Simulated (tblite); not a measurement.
Start geometry of `C[NH2+]CC(F)F` from a force field or distance geometry (Å):
```
atom  x, y, z in Å
C1    -1.918   -0.033   -0.038
N2    -0.513   -0.185   -0.446
C3     0.516    0.257    0.604
C4     1.913    0.044    0.043
F5     2.030   -1.281   -0.258
F6     2.012    0.718   -1.122
H7    -2.100   -0.626    0.855
H8    -2.536   -0.383   -0.861
H9    -2.108    1.027    0.151
H10   -0.329    0.325   -1.308
H11   -0.317   -1.179   -0.672
H12    0.324   -0.342    1.498
H13    0.310    1.322    0.797
H14    2.714    0.335    0.735
```

What comes out of this run: GFN2-xTB geometry optimisation, gas phase in tblite?

```
atom  x, y, z in Å
C1    -1.9033   -0.0335   -0.0484
N2    -0.4904   -0.1924   -0.4446
C3     0.4774    0.2533    0.5873
C4     1.8952    0.0343    0.0442
F5     2.0325   -1.2733   -0.2621
F6     2.0133    0.7141   -1.1162
H7    -2.1080   -0.6154    0.8484
H8    -2.5589   -0.3774   -0.8462
H9    -2.1191    1.0138    0.1552
H10   -0.3096    0.3394   -1.3104
H11   -0.2986   -1.1828   -0.6625
H12    0.3422   -0.3307    1.5006
H13    0.3276    1.3135    0.8037
H14    2.6992    0.3365    0.7287
```

The energy falls by 0.075 eV over 11 L-BFGS steps, the largest force on an atom goes from 1.61 to 0.009 eV/Å, and the atoms move by 0.022 Å rms after alignment. The bond that changes most is N2–C3 (ammonium nitrogen to sp3 carbon bound to nitrogen), which shortens by 0.052 Å. Bonds longer at the end by more than 0.005 Å: 3 of 13; shorter: 4. Among the angles that change most is N2–C3–H13, from 105.9° to 109.9°. Rotational constants go from 6570, 2020, 1854 to 6677, 2038, 1869 MHz. The orientation of the end geometry is arbitrary; only internal coordinates are fixed.

Its GFN2-xTB frequencies are all real (lowest 81 cm⁻¹).

One conformer stands for the species.

These are computed values.
